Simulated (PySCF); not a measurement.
Ranking problems on computed properties.

Species are written as SMILES; each is one conformer at its optimised geometry, gas phase, non-relativistic unless stated. Electronic properties by PySCF.

Dipoles, sizes and rotational constants follow the conformer. The torsions of the flexible species, by atom-mapped SMILES:
- `[F:1][SiH2:2][CH2:3][N:4]([CH2:5][SiH3:6])[CH:7]1[CH2:8][CH2:9]1`: F1–Si2–C3–N4 89°, Si2–C3–N4–C5 -55°, C3–N4–C5–Si6 -67°, C3–N4–C7–C8 149°
- `[CH:1]#[C:2][P@@:3](=[S:4])([CH2:5][C:6]#[N:7])[CH2:8][CH2:9][CH3:10]`: C2–P3–C5–C6 62°, C2–P3–C8–C9 -176°, P3–C8–C9–C10 -173°
- `[CH2:1]=[C:2]([C:3]#[N:4])[S:5][C:6]([F:7])([F:8])[F:9]`: C1–C2–S5–C6 1°, C2–S5–C6–F7 60°
- `[CH2:1]=[CH:2][C@@H:3]([CH3:4])[C:5]1=[CH:6][SiH2:7][SiH2:8]1`: C1–C2–C3–C4 126°, C2–C3–C5–C6 19°
- `[CH3:1][CH2:2][C@@H:3]1[CH2:4][C@H:5]1[N:6]([SiH3:7])[SiH2:8][F:9]`: C1–C2–C3–C4 153°, C4–C5–N6–Si7 -88°, C5–N6–Si8–F9 170°

The conformers of `C[C@@H](C=O)O[Si@H](O)N(C)C`, `CCC(=O)O[Si@H](O)N(C)C` and `FC(F)(F)P1(=S)CCSCC1` aren't listed.

Question: Rank by dipole moment, highest first (PBE0/pcSseg-1 at GFN2-xTB geometries).
A. `C#C[P@@](=S)(CC#N)CCC`
B. `C=C[C@@H](C)C1=C[SiH2][SiH2]1`
C. `F[SiH2]CN(C[SiH3])C1CC1`
D. `C=C(C#N)SC(F)(F)F`
E. `c1cc2ccccc2oc1=O`

Answer: E (5.01 D), D (2.80 D), C (2.15 D), A (0.78 D), B (0.51 D).

Q: By how much do the two ends of that ranking differ?

A: By 4.50 D, between `O=c1ccc2ccccc2o1` and `C=C[C@@H](C)C1=C[SiH2][SiH2]1`.

Question: Rank by HOMO–LUMO gap, highest first (PBE0/pcSseg-1 at GFN2-xTB geometries).
A. `C[C@@H](C=O)O[Si@H](O)N(C)C`
B. `C=C[C@@H](C)C1=C[SiH2][SiH2]1`
C. `N([Si@H](OC(=O)CC)O)(C)C`
D. `C(#N)C[P@@](C#C)(=S)CCC`
E. `CC[C@@H]1C[C@H]1N([SiH3])[SiH2]F`

Answer: E (7.35 eV), B (7.05 eV), C (6.60 eV), D (6.20 eV), A (5.19 eV).

Q: Give the two extremes of that set in kcal/mol.

A: `C[C@@H](C=O)O[Si@H](O)N(C)C`: 120 kcal/mol; `CC[C@@H]1C[C@H]1N([SiH3])[SiH2]F`: 169 kcal/mol.

Question: Rank by HOMO energy, highest first (PBE0/pcSseg-1 at GFN2-xTB geometries).
A. `CC[C@@H]1C[C@H]1N([SiH3])[SiH2]F`
B. `N#C/C(F)=C1/CC/C1=C\Cl`
C. `C=C[C@@H](C)C1=C[SiH2][SiH2]1`
D. `CCC(=O)O[Si@H](O)N(C)C`
E. `S=P1(C(F)(F)F)CCSCC1`

Answer: D (-6.56 eV), A (-6.83 eV), E (-6.98 eV), B (-7.09 eV), C (-7.40 eV).
